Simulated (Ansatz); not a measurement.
hcp Y, treated with r²SCAN (Ansatz, a first-principles code, PAW).

Settings: plane-wave cutoff 500 eV, 4×4×3 k mesh (along the axes of the cell as run), Fermi–Dirac smearing 0.1 eV, cell of 96 sites, scalar-relativistic PAW data made under PBE.

Problem. Give the computed vacancy formation energy and vacancy formation energy before relaxation.

Solution. 
vacancy formation energy: 2.09 eV
vacancy formation energy before relaxation: 2.15 eV

Note: energies are extrapolated to zero smearing, and mesh and cell size move such values by some hundredths of an eV or more.

Computed values are for the static lattice.
